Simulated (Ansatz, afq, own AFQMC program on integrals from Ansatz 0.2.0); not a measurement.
Atomization energy of N2H, doublet, worked out

```tsv
atom	x (Å)	y (Å)	z (Å)
N	0.0000	-0.1292	0.5306
N	0.0000	0.0784	-0.6154
H	0.0000	0.7060	1.1777
```

Connectivity, by distances: NH–N.

Basis aug-cc-pVDZ. Only valence electrons are correlated. AFQMC by an in-house program on the Cholesky factors that Ansatz 0.2.0 writes for its CCSD(T) run. The CISD trial takes its coefficients from CCSD amplitudes. Released means that phaseless walkers are propagated on without the constraint, phases kept. Error bars are statistical, one sigma.

Total energies in eV. CBS is CCSD(T) at the limit of def2-TZVPP/QZVPP (extrapolated itself); the highest rung of each member is named.

Cautions: N₂H (doublet): unrestricted determinant slightly spin contaminated (⟨S²⟩ 0.85 against 0.75), its ph-AFQMC/CISD value lies 16 ± 5 meV above CCSDT(Q).

```csv
member,count,CCSD(T)/aug-cc-pVDZ,highest rung in aug-cc-pVDZ,which,CCSD(T)/CBS
N (quartet),+2,-1482.6663,-1482.6742,FCI,-1483.8573
H (doublet),+1,-13.5876,-13.5876,FCI,-13.6059
"N₂H, doublet",-1,-2987.4132,-2987.4726,CCSDT(Q),-2990.9752
```

**Question.** Work out the best estimate of the atomization energy: the CCSD(T)/CBS difference plus the step from CCSD(T) to the highest rung.

**Answer.** Sums with the counts: CCSD(T)/CBS 9.6547 eV, highest rung 8.5366 eV, CCSD(T)/aug-cc-pVDZ 8.4930 eV. The step is 8.5366 − 8.4930 = 0.0436 eV, so the best estimate is 9.6547 + (0.0436) = 9.6983 eV. The basis set is worth 1.162 eV of it. Zero-point, core-correlation and spin–orbit terms aren't in it.

Best estimates are given only where the step beyond CCSD(T) is under 0.3 eV and no member's determinant is very poor (T1 over 0.05, or 0.07 for open shells, ⟨S²⟩ too high by 0.3, two states mixed), so the hardest cases are missing from such tables.

CCSDT and higher add their correlation energy to the determinant of the CCSD(T) run, since their own runs factorise the integrals more tightly (a shift of under 2 meV). Each member of a difference takes its own highest rung, so a best estimate needn't equal the limit plus the step of one row.
